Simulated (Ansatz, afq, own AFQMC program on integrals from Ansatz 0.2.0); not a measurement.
Two steps: Ansatz 0.2.0 writes the Fock matrix and Cholesky factors of the valence space, and afq projects on them the lowest state that overlaps trial and start.

```yaml
crystal:
  periodic: [false, false, false]
  atoms:
    - {symbol: Ge, position_ang: [0.000000, 0.000000, 0.000000]}
    - {symbol: Al, position_ang: [0.000000, 0.000000, 2.466944]}
basis:
  gaussian: {orbitals: cc-pVTZ}
magnetization: {spin_polarized: true, initial_magnetization: 5}
correlation: {method: ccsd_t, electrons: outside_noble_gas, hamiltonian_folder: ham}
```

```sh
$ ansatz run in.yaml --threads 1 --pin off --events-out ev --progress --plain --max-ram 16896MiB --backend cuda --devices 0, --max-vram 18GiB
```

Options of the walk:

```
--method phaseless --trial cisd --walkers 3000 --populations 20 --least-time 60 --time-step 0.005 --steps-per-block 50 --equilibration-blocks 28 --max-blocks 4000 --target-error 0.00016 --factor-cut 1e-05 --start spin_pure --seed 1849 --release-times 0.24,0.51,0.99,1.62,2.4 --release-step 0.03 --release-every 3 --taylor-order 6
```

Times are imaginary, in 1/Eh. The walk had a cap of 236 s. With eight or more populations the least sampling time is a fifth of least-time, and the error comes from their spread. Filled inner d shells are frozen with the cores.

afq prints:

```
orbitals 58  electrons 6 1  factors 435 of 510
reference energy -2317.20151278 Eh
CCSD correlation -0.09883749 Eh in 11 cycles, weight of the determinant in the CISD state 0.9069
energy of the start -2317.300318 Eh
 block  time / (1/Eh)  mean weight  energy / Eh
     1     0.250  1.0000  -2317.300194
     2     0.500  1.0001  -2317.300766
     3     0.750  0.9999  -2317.301478
     4     1.000  1.0000  -2317.302235
     5     1.250  0.9999  -2317.302857
     8     2.000  1.0000  -2317.304277
    11     2.750  1.0000  -2317.305001
    26     6.500  0.9999  -2317.306726
    41    10.250  0.9999  -2317.306104
    56    14.000  1.0001  -2317.306289
    71    17.750  1.0001  -2317.306185
    86    21.500  1.0000  -2317.305981
   101    25.250  1.0001  -2317.306934
   116    29.000  0.9999  -2317.305914
   131    32.750  0.9998  -2317.306326
   146    36.500  1.0001  -2317.305662
   161    40.250  1.0004  -2317.306153
   176    44.000  1.0002  -2317.306179
   191    47.750  0.9999  -2317.306351
   206    51.500  1.0003  -2317.306329
error from the spread of 20 populations
released: time / (1/Eh)  energy / Eh  error  mean overlap
  0.24  -2317.306321  0.000055  1.0008
  0.51  -2317.307544  0.001145  0.9995
  0.99  -2317.306575  0.000038  0.9976
  1.62  -2317.306300  0.000287  0.9944
  2.40  -2317.306669  0.000059  0.9946
energy -2317.306229 +/- 0.000075 Eh
(rows thinned)
```

The run passed its tests (sampling time, drift between the halves within three errors, error under three times the target), which doesn't prove that it has relaxed, ending at its cap on processor time.

Against this walk (error 2.0 meV) on the same determinant: CCSD(T) 21.7 meV higher, CCSDT(Q) 15.8 meV lower. The error is statistical and leaves out the bias of the constraint. The released energies have errors that jump between times, so the bars are unsure (meV from the phaseless value at times in 1/Eh: -2.5 ± 1.5 at 0.24, -36 ± 31 at 0.51, -9.4 ± 1.0 at 0.99, -2 ± 8 at 1.62, -12.0 ± 1.6 at 2.40), so they give no level; they do show a bias of the constraint, and the last of them that isn't too noisy lies 4 meV above CCSDT(Q).

Cautions: constraint bias not in the error; no relativity below Rb; no spin-orbit coupling; inner d shell frozen; another spin lies lower (by 3.78 eV).

The walk took 3.9 min on 1 × NVIDIA H100 80GB HBM3 with 2 threads of AMD EPYC 7R13 Processor (Zen 3), with other jobs on the host (the card was shared). The log's last line is the phaseless energy.

CCSDT and higher add their correlation energy to the determinant of the CCSD(T) run, since their own runs factorise the integrals more tightly (a shift of under 2 meV). A walk keeps the symmetry of its determinant, which the program's search chose and which needn't be the lowest solution, so a lower state of the same spin and another symmetry isn't excluded.
